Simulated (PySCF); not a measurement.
A complex of hydrogen fluoride and methanol

A gas-phase complex of hydrogen fluoride and methanol; neutral, singlet. The structure comes from a short search (a few tight-binding starts) and was relaxed by PBE0-D3(BJ)/def2-SVPD; another way of binding may lie lower. No frequency run checks that it is a minimum.

```csv
part,name,SMILES,atoms,charge,multiplicity
1,hydrogen fluoride,F,1–2,0,1
2,methanol,CO,3–8,0,1
```

Coordinates in Å:
```
F1      0.126    0.570    0.319
H2     -0.807    0.706    0.243
C3     -2.694    2.375    0.571
O4     -2.388    1.055    0.157
H5     -2.291    3.125   -0.128
H6     -2.222    2.519    1.550
H7     -3.780    2.514    0.677
H8     -2.810    0.858   -0.683
```

Contacts between parts, classed by geometry: H2···O4 1.621 Å (hydrogen bond, 176°).

Interaction energies are complex less parts, with the parts frozen as they stand in it; counterpoise-corrected, in kcal/mol (PySCF). The CCSD(T) estimate is Hartree-Fock/aug-cc-pVTZ, plus the MP2 correlation part extrapolated as X⁻³ from aug-cc-pVDZ and aug-cc-pVTZ, plus CCSD(T) less MP2 in aug-cc-pVDZ; noble-gas cores are frozen. It isn't the exact limit.

Task: Give the interaction energy at each level run.

Result: 
```tsv
level	interaction	superposition error removed
Hartree-Fock/aug-cc-pVTZ	-8.38	-
MP2/aug-cc-pVTZ	-9.79	-0.80
CCSD(T), estimated basis limit	-9.84	-
```

Task: What holds them together? Decompose the MP2/aug-cc-pVTZ energy: frozen parts, their antisymmetrised product, then relaxation.

Result: electrostatic -17.7, Pauli repulsion +17.7, orbital relaxation -8.5, correlation -2.1 kcal/mol, which sum to the value before the counterpoise correction, the first three by Hartree-Fock. Of the attraction, 63 % is electrostatic, 30 % is orbital relaxation, 7 % is correlation.
